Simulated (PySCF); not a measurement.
Compound: pyrimidine, C4H4N2.
Atom-mapped SMILES: `[cH:1]1[cH:2][n:3][cH:4][n:5][cH:6]1` (hydrogens: H7 on C1; H8 on C2; H9 on C4; H10 on C6)

All values: wB97X-D/pcSseg-2 (PySCF, non-relativistic), on one gas-phase PBE0-D3(BJ)/def2-TZVP geometry that isn't relaxed in the solvent. The solvent is an IEF-PCM continuum (van der Waals radii × 1.2). The model holds no explicit solvent molecules, cavitation or dispersion.

Gas phase at wB97X-D/pcSseg-2: HOMO -9.39 eV, LUMO 0.46 eV, dipole 2.40 D.

Problem. What does the continuum do to the energy, the frontier levels and the dipole at wB97X-D/pcSseg-2 in chloroform?

Solution. 
```tsv
solvent	ε	E(solvent) − E(gas) (kJ/mol)	polarisation term (kJ/mol)	distortion of the solute (kJ/mol)	HOMO (eV)	LUMO (eV)	dipole (D)
chloroform	4.711	-17.50	-19.87	2.37	-9.48	0.50	3.04
```

The polarisation term is half the interaction of the solute with the surface charges that it induces; the rest is the cost of distorting the solute's density. The sum is the electrostatic part of solvation alone.

Problem. Which radius a makes the point-dipole formula ΔE = −[(ε − 1)/(2ε + 1)]·μ²/a³ give the value in chloroform, with the gas-phase dipole?

Solution. μ = 0.943 au and |ΔE| = 0.00666 Eh give a = 1.92 Å; the farthest nucleus lies 2.60 Å from the centroid of the nuclei, so such a sphere wouldn't even hold the nuclei. The formula assumes a rigid point dipole at the centre of a sphere.

The pairwise dispersion term of wB97X-D wasn't added to the energies; at a given geometry it leaves orbitals and properties as they are.
